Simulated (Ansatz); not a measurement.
These are PBE-D3(BJ)/def2-SVP in Ansatz (an electronic-structure program) values and carry that method's errors. No frequencies were computed at this level.

Ansatz 0.2 input:
```yaml
crystal:
  periodic: [false, false, false]
  atoms:
    - { symbol: O, position_ang: [0.008668, 0.379309, -0.000001] }
    - { symbol: H, position_ang: [-0.776323, -0.172014, 0.000003] }
    - { symbol: H, position_ang: [0.767656, -0.207296, -0.000002] }
basis:
  gaussian: { orbitals: def2-svp }
hamiltonian:
  xc: pbe
  dispersion: d3bj
relax:
  max_steps: 150
```

Output:

```
Functional definition: PBE
259 factors; their error is unknown
mean field evaluation 1: about -2070.9449 eV, gradient 5.2e1 eV
mean field evaluation 2: about -2061.5480 eV, gradient 8.7e1 eV
mean field evaluation 4: about -2075.4651 eV, gradient 2.8e-1 eV
mean field evaluation 8: about -2075.4582 eV, gradient 1.2e-3 eV
mean field -2075.45820892 eV, -76.2716823815 hartree, gradient 3.5e-5 eV, S^2 0.000000; 0 other end points of the search recorded, 0 dependent functions left out
reference -2075.45822484 eV, -76.2716829668 hartree; 5, 5 occupied and 19, 19 virtual orbitals, 259 factors
relax step   1: F+E_penalty+E_count = -2075.46798765 eV  Δ(F+E_penalty+E_count) = +0.000e0 eV  max|allowed force component| = 1.298e0 eV/Å  Δτ_max = 0.0000 Å  (20 SCF iters, accepted)
these checks for a lower state are left out or cut short: starts, cluster_reference, orbital_swaps, neighbouring_geometries, increment
259 factors; their error is unknown
mean field evaluation 16: about -2075.4749 eV, gradient 1.9e-5 eV
mean field -2075.47492526 eV, -76.2722966959 hartree, gradient 9.6e-6 eV, S^2 0.000000; 0 other end points of the search recorded, 0 dependent functions left out
reference -2075.47494160 eV, -76.2722972964 hartree; 5, 5 occupied and 19, 19 virtual orbitals, 259 factors
relax step   2: F+E_penalty+E_count = -2075.48470570 eV  Δ(F+E_penalty+E_count) = -1.672e-2 eV  max|allowed force component| = 6.099e-1 eV/Å  Δτ_max = 0.0121 Å  (22 SCF iters, accepted)
these checks for a lower state are left out or cut short: starts, cluster_reference, orbital_swaps, neighbouring_geometries, increment
259 factors; their error is unknown
mean field -2075.48262064 eV, -76.2725794961 hartree, gradient 9.7e-6 eV, S^2 0.000000; 0 other end points of the search recorded, 0 dependent functions left out
reference -2075.48263740 eV, -76.2725801119 hartree; 5, 5 occupied and 19, 19 virtual orbitals, 259 factors
relax step   3: F+E_penalty+E_count = -2075.49240505 eV  Δ(F+E_penalty+E_count) = -7.699e-3 eV  max|allowed force component| = 7.010e-2 eV/Å  Δτ_max = 0.0190 Å  (22 SCF iters, accepted)
these checks for a lower state are left out or cut short: starts, cluster_reference, orbital_swaps, neighbouring_geometries, increment
259 factors; their error is unknown
mean field evaluation 32: about -2075.4827 eV, gradient 9.9e-5 eV
mean field -2075.48270437 eV, -76.2725825728 hartree, gradient 4.4e-6 eV, S^2 0.000000; 0 other end points of the search recorded, 0 dependent functions left out
reference -2075.48272108 eV, -76.2725831870 hartree; 5, 5 occupied and 19, 19 virtual orbitals, 259 factors
relax step   4: F+E_penalty+E_count = -2075.49248840 eV  Δ(F+E_penalty+E_count) = -8.334e-5 eV  max|allowed force component| = 1.749e-3 eV/Å  Δτ_max = 0.0018 Å  (19 SCF iters, accepted)
259 factors; their error is unknown
mean field -2075.48270437 eV, -76.2725825728 hartree, gradient 4.4e-6 eV, S^2 0.000000; 1 other end points of the search recorded, 0 dependent functions left out
reference -2075.48272108 eV, -76.2725831870 hartree; 5, 5 occupied and 19, 19 virtual orbitals, 259 factors
Total energy: -2075.49250511 eV, -76.2729427434 hartree
Atom 0 at     0.009336     0.408547    -0.000001 Å, force     0.000040     0.001749    -0.000000 eV/Å
Atom 1 at    -0.762263    -0.186962     0.000003 Å, force     0.001299    -0.000905     0.000000 eV/Å
Atom 2 at     0.752928    -0.221586    -0.000002 Å, force    -0.001339    -0.000844     0.000000 eV/Å
Dipole moment:    -0.009381    -0.410521     0.000001 e Å
```

Cost: around 1.4 core-seconds (rough).
